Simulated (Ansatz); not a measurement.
# CH5AlO: the cost of one run

Method: RKS PBE-D4/def2-SVP, in Ansatz 0.2.0.

## (1) Starting point

Bond lengths: Al1–O2 1.780 Å, O2–H3 1.010 Å, Al1–C4 1.970 Å, C4–H5 1.110 Å, C4–H6 1.110 Å, C4–H7 1.110 Å, Al1–H8 1.560 Å. Angles: Al1–O2–H3 109.5°, O2–Al1–C4 120.0°, O2–Al1–H8 120.0°, C4–Al1–H8 120.0°, Al1–C4–H5 109.5°, Al1–C4–H6 109.5°, Al1–C4–H7 109.5°, H5–C4–H6 109.4°, H5–C4–H7 109.4°, H6–C4–H7 109.4°.

As a file:

```xyz
8

Al    0.0000    0.0000    0.0000
O     0.0000    0.0000    1.7800
H    -0.9095   -0.2814    2.1171
C     1.7060    0.0000   -0.9850
H     2.0356   -1.0462   -1.1552
H     1.5695    0.5080   -1.9624
H     2.4756    0.5381   -0.3932
H    -1.3510    0.0000   -0.7800
```

## (2) Relaxing the start

The input, input.yaml:

```yaml
crystal:
  periodic: [false, false, false]
  atoms:
    - { symbol: Al, position_ang: [0.0, 0.0, 0.0] }
    - { symbol: O, position_ang: [0.0, 0.0, 1.78] }
    - { symbol: H, position_ang: [-0.9095, -0.2814, 2.1171] }
    - { symbol: C, position_ang: [1.706, 0.0, -0.985] }
    - { symbol: H, position_ang: [2.0356, -1.0462, -1.1552] }
    - { symbol: H, position_ang: [1.5695, 0.508, -1.9624] }
    - { symbol: H, position_ang: [2.4756, 0.5381, -0.3932] }
    - { symbol: H, position_ang: [-1.351, 0.0, -0.78] }
basis:
  gaussian: { orbitals: def2-SVP }
hamiltonian:
  xc: pbe
  dispersion: d4
relax:
  f_tol: 0.02
  max_steps: 40
output:
  orbitals: {}
```

Command:

```
$ ansatz run input.yaml --threads 1 --pin off --max-ram 2048MiB --backend cpu --events-out ev --progress --plain --runs-dir out
```

Q: Estimate wall time and peak memory on 1 thread of Arm Neoverse V1, shared host.

About 26 s, with a peak of 0.13 GiB.
